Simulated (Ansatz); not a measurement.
# SiNH5 (triplet): from Hartree-Fock to the top rungs at distance Si1–H5 along a hydrogen transfer = 1.655 Å, cc-pVDZ

An exercise on one series of results from a longer session: the logs are not shown, and one member is left open.

The runs use Ansatz 0.2.0, Gaussian basis; cc-pVDZ, core rule «outside noble gas», up to 6 orbitals frozen.

The runs, in order: UHF; CCSD(T) on ROHF; CCSD(T) on UHF; BCCD(T) on ROHF; CISD; CCSDT(Q) on ROHF; CCSDT(Q) on UHF; CASSCF and MRCISD+Q, 4 electrons in 4 orbitals; CASSCF and NEVPT2, 4 electrons in 4 orbitals.

**The geometry**

The geometry derives from fragments relaxed apart (PBE0/def2-TZVP) and kept rigid, so it is no stationary point. A hydrogen atom is moved between rigid fragments.

7 atoms, charge 0, spin multiplicity 3.

Atoms are counted from 1 here; the program's logs count them from 0.

Bond lengths: Si1–H2 1.485 Å, Si1–H3 1.485 Å, Si1–H4 1.485 Å, Si1–H5 1.655 Å, H5–N6 1.268 Å, N6–H7 1.040 Å. Angles: H2–Si1–H3 109.5°, H2–Si1–H4 109.5°, H2–Si1–H5 109.5°, H3–Si1–H4 109.5°, H3–Si1–H5 109.5°, H4–Si1–H5 109.5°, Si1–H5–N6 180.0°, H5–N6–H7 105.0°.

The first run:

File in.yaml:

```yaml
crystal:
  periodic: [false, false, false]
  atoms:
    - {symbol: Si, position_ang: [-0.940568, 0.021476, 0.000000]}
    - {symbol: H, position_ang: [-1.435440, 1.421184, 0.000000]}
    - {symbol: H, position_ang: [-1.435439, -0.678378, 1.212183]}
    - {symbol: H, position_ang: [-1.435440, -0.678378, -1.212182]}
    - {symbol: H, position_ang: [0.714432, 0.021476, 0.000000]}
    - {symbol: N, position_ang: [1.982432, 0.021476, -0.000001]}
    - {symbol: H, position_ang: [2.251514, -0.982751, -0.000001]}
basis:
  gaussian: {orbitals: cc-pVDZ}
magnetization: {spin_polarized: true, initial_magnetization: 2}
hamiltonian: {xc: hf}
output: {orbitals: {seedname: orbitals}}
```

The run is started by

```sh
ansatz run in.yaml --threads 1 --pin off --events-out ev --progress --plain --max-ram 2816MiB --backend cpu
```

Steps of the session up to this table: UHF; CCSD(T) on ROHF; CCSD(T) on UHF; BCCD(T) on ROHF; CISD; CCSDT(Q) on ROHF; CCSDT(Q) on UHF; CASSCF and MRCISD+Q, 4 electrons in 4 orbitals; CASSCF and NEVPT2, 4 electrons in 4 orbitals.

One table of the session follows, with a row left open; its other results are not shown here.

```
       method  from UCCSDT(Q) (kcal/mol)
         ROHF                    +198.01
          UHF                    +188.95
         RMP2                          ?
         UMP2                     +35.99
         CISD                     +22.84
        RCCSD                      +5.23
        UCCSD                      +5.01
     RCCSD(T)                      +0.99
     UCCSD(T)                      +1.00
      BCCD(T)                      +0.99
       RCCSDT                      +0.28
       UCCSDT                      +0.24
    RCCSDT(Q)                      +0.02
    UCCSDT(Q)                          0
  CASSCF pair                    +181.93
  NEVPT2 pair                     +34.17
  MRCISD pair                     +19.89
MRCISD+Q pair                      +2.34
```

Q: Estimate the row for RMP2 from the others.

The run gave: from UCCSDT(Q) (kcal/mol): +34.38. In the column «from UCCSDT(Q) (kcal/mol)» it lies between NEVPT2 pair (+34.17) and UMP2 (+35.99).

To keep in mind: Restricted and unrestricted rows rest on different reference determinants; where their highest levels disagree by more than a few hundredths of an eV, they describe different states and don't form one ladder.
